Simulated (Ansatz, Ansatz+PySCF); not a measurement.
```xyz
3

O    -0.0173   -0.0309   -0.1549
H    -0.0443    0.7473    0.5008
H     0.0490   -0.7606    0.4864
```

RHF-MP2 on singlet H₂O was run in several spherical basis sets with Ansatz (development build ahead of 0.2.0). Frozen core: 1 orbital.

(1) Rank the basis sets by the total energy that they give, lowest first, with the distance from the lowest.
A. aug-cc-pVDZ
B. cc-pVTZ
C. def2-TZVP
D. def2-SVP
E. STO-3G
F. cc-pVDZ
G. 6-31G(d)
H. 6-31G

## Answers

(1) B (0.00 eV), C (0.15 eV), A (1.55 eV), F (2.43 eV), G (3.37 eV), D (4.24 eV), H (5.61 eV), E (35.67 eV).

Totals follow the description of the cores as much as that of the bonds, so this order isn't one of quality for chemistry.
